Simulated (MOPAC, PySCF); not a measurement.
Bond stretch in SH, doublet.

Levels: UMP2 = MP2 on UHF/cc-pVTZ, 5 core orbitals frozen (PySCF); NEVPT2 = SC-NEVPT2 on CASSCF(7,5)/cc-pVTZ, all electrons correlated (PySCF 2.14.0); UHF/cc-pVTZ (PySCF); PM7, unrestricted, heats of formation (MOPAC); UKS-M06-2X = unrestricted M06-2X/cc-pVTZ run with PySCF 2.14.0.

Energies are in mEh, each relative to the lowest point of its own curve near equilibrium.

| R / Å | UMP2 | NEVPT2 | UHF | PM7 | UKS-M06-2X |
|---|---|---|---|---|---|
| 1.02 | 93.7 | 95.6 | 93.0 | 61.7 | 93.6 |
| 1.08 | 54.6 | 56.3 | 53.8 | 37.3 | 54.8 |
| 1.15 | 25.3 | 26.5 | 24.6 | 17.8 | 25.7 |
| 1.22 | 8.8 | 8.9 | 8.2 | 6.2 | 9.1 |
| 1.26 | 3.6 | 3.6 | 3.1 | 2.4 | 3.8 |
| 1.32 | 0.1 | 0.2 | 0.0 | 0.0 | 0.2 |
| 1.35 | 0.0 | 0.0 | 0.0 | 0.1 | 0.0 |
| 1.40 | 1.6 | 1.4 | 2.0 | 1.7 | 1.5 |
| 1.43 | 3.5 | 3.0 | 4.1 | 3.6 | 3.2 |
| 1.47 | 6.9 | 6.0 | 7.8 | 6.9 | 6.5 |
| 1.55 | 15.9 | 14.1 | 17.6 | 15.7 | 15.1 |
| 1.65 | 29.9 | 26.6 | 32.5 | 29.9 | 28.6 |

The scan ran from 1.02 to 5.38 Å; beyond the distances shown one of the unrestricted levels run for this scan, shown here or not, changes its spin distribution in one step.
